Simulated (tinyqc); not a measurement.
Extended Hueckel theory, for CH2, step by step. One step of it, computed by the program tinyqc.

Task: Orbitals. Solve H C = S C e through S^(-1/2); fill by pairs from the bottom, a degenerate level sharing its electrons equally; each orbital has its largest coefficient positive (the first on a tie).

H (eV), lower triangle:
```
             1C 2s      1C 2px      1C 2py      1C 2pz       2H 1s       3H 1s
1C 2s   -21.400000
1C 2px    0.000000  -11.400000
1C 2py    0.000000    0.000000  -11.400000
1C 2pz    0.000000    0.000000    0.000000  -11.400000
2H 1s   -16.209786    0.000000  -10.062631   -4.943815  -13.600000
3H 1s   -16.209786    0.000000   10.062631   -4.943815   -3.194810  -13.600000
```

overlap S, lower triangle:
```
           1C 2s    1C 2px     1C 2py    1C 2pz     2H 1s     3H 1s
1C 2s   1.000000
1C 2px  0.000000  1.000000
1C 2py  0.000000  0.000000   1.000000
1C 2pz  0.000000  0.000000   0.000000  1.000000
2H 1s   0.529299  0.000000   0.460006  0.226003  1.000000
3H 1s   0.529299  0.000000  -0.460006  0.226003  0.134236  1.000000
```

valence electrons = 6

Give: orbital energies; occupations; coefficients; sum of one-electron energies.

Result:

orbital energies (eV): -23.8825  -15.8989  -11.9735  -11.4000  11.9233  21.7908

occupations: 2.0000  2.0000  2.0000  0.0000  0.0000  0.0000

coefficients:
```
            MO1      MO2      MO3     MO4      MO5      MO6
1C 2s    0.7065   0.0000  -0.2500  0.0000   0.0000   1.2752
1C 2px   0.0000   0.0000   0.0000  1.0000   0.0000   0.0000
1C 2py   0.0000   0.5223   0.0000  0.0000   1.2975   0.0000
1C 2pz  -0.0179   0.0000   0.9316  0.0000   0.0000   0.5902
2H 1s    0.2457   0.4274   0.1194  0.0000  -0.9732  -0.9926
3H 1s    0.2457  -0.4274   0.1194  0.0000   0.9732  -0.9926
```

sum of one-electron energies = -103.5099 eV
